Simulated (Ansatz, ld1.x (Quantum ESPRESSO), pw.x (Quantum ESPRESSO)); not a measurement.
## What a changed setting does to a pw.x run (sc C)

Potential: PAW, ld1.x (Quantum ESPRESSO) 7.5, LDA (PW92); core [He], reference 2s2 2p1.75; waves: 2s (bound): rcut 0.90, rcutus 1.00 bohr; 2s channel at 1.15 Ry: rcut 0.90, rcutus 1.00 bohr; 2p (bound): rcut 1.35, rcutus 1.45 bohr; 2p channel at 2.95 Ry: rcut 1.35, rcutus 1.45 bohr; 3d channel at 0.15 Ry: rcut 1.05, rcutus 1.40 bohr; 3d channel at 1.05 Ry: rcut 1.05, rcutus 1.40 bohr; local part: all-electron potential smoothed inside 1.30 bohr (lloc = -1); core correction: Bessel-smoothed model core inside 0.65 bohr; augmentation: BG, radius 0.95 bohr.

The reference run (k-mesh 18³, cutoffs 50/420 Ry, Fermi–Dirac 0.01 Ry, mixing_beta 0.4, conv_thr 1e-9, no spin) gives 15.85 GPa at 5.202 Å³/atom, where all-electron LAPW gives 11.87 GPa. This run, with its own iteration cap, changes ecutrho/ecutwfc to 6.

```
&control
  calculation='scf', prefix='x', pseudo_dir='./', outdir='./tmp', tstress=.true., disk_io='none'
/
&system
  ibrav=0, nat=1, ntyp=1, ecutwfc=50, ecutrho=300, nbnd=9,
  occupations='smearing', smearing='fd', degauss=0.01
/
&electrons
  conv_thr=1e-09, mixing_beta=0.4, electron_maxstep=50
/
ATOMIC_SPECIES
C 1.0 C.UPF
CELL_PARAMETERS angstrom
  1.73270029 0.00000000 0.00000000
  0.00000000 1.73270029 0.00000000
  0.00000000 0.00000000 1.73270029
ATOMIC_POSITIONS crystal
C 0.0000 0.0000 0.0000
K_POINTS automatic
18 18 18 0 0 0
```

```bash
pw.x < C.scf.in > C.scf.out
```

Question: How does the run end?

Answer: It converges in 16 iterations; the free energy moves by -26.1 meV/atom and the pressure by +1.22 GPa.

```
Message from routine setup:
     using ibrav=0 with symmetry is DISCOURAGED, use correct ibrav instead
     lattice parameter (alat)  =       3.2743  a.u.
     unit-cell volume          =      35.1048 (a.u.)^3
     number of electrons       =         4.00
     number of Kohn-Sham states=            9
     kinetic-energy cutoff     =      50.0000  Ry
     charge density cutoff     =     300.0000  Ry
     scf convergence threshold =      1.0E-09
     Exchange-correlation= SLA  PW   NOGX NOGC
     number of k points=   220  Fermi-Dirac smearing, width (Ry)=  0.0100
     iteration #  1     ecut=    50.00 Ry     beta= 0.40
     total energy              =     -17.62698713 Ry
     estimated scf accuracy    <       0.01467445 Ry
     iteration #  2     ecut=    50.00 Ry     beta= 0.40
     total energy              =     -17.62709931 Ry
     estimated scf accuracy    <       0.00519948 Ry
     iteration #  3     ecut=    50.00 Ry     beta= 0.40
     total energy              =     -17.62790856 Ry
     estimated scf accuracy    <       0.00001194 Ry
     [... 10 iterations left out ...]
     iteration # 14     ecut=    50.00 Ry     beta= 0.40
     negative rho (up, down):  2.979E-06 0.000E+00
     total energy              =     -17.62808467 Ry
     estimated scf accuracy    <          2.2E-09 Ry
     iteration # 15     ecut=    50.00 Ry     beta= 0.40
     negative rho (up, down):  3.009E-06 0.000E+00
     total energy              =     -17.62808467 Ry
     estimated scf accuracy    <          1.7E-09 Ry
     iteration # 16     ecut=    50.00 Ry     beta= 0.40
     negative rho (up, down):  3.077E-06 0.000E+00
     the Fermi energy is    15.9470 ev
!    total energy              =     -17.62808467 Ry
     estimated scf accuracy    <          2.0E-11 Ry
     smearing contrib. (-TS)   =      -0.00146408 Ry
     The total energy is F=E-TS. E is the sum of the following terms:
     one-electron contribution =       6.03773224 Ry
     hartree contribution      =       0.45678166 Ry
     xc contribution           =      -5.09544362 Ry
     ewald contribution        =     -13.86444661 Ry
     one-center paw contrib.   =      -5.16124426 Ry
     convergence has been achieved in  16 iterations
     negative rho (up, down):  3.077E-06 0.000E+00
          total   stress  (Ry/bohr**3)                   (kbar)     P=      170.71
     Message from routine punch:
     Nothing written, as per user request (disk_io='none')
```

The run took about 8 s on one core of a shared host (Neoverse-V1, 32 threads, 247 GiB, load 16).
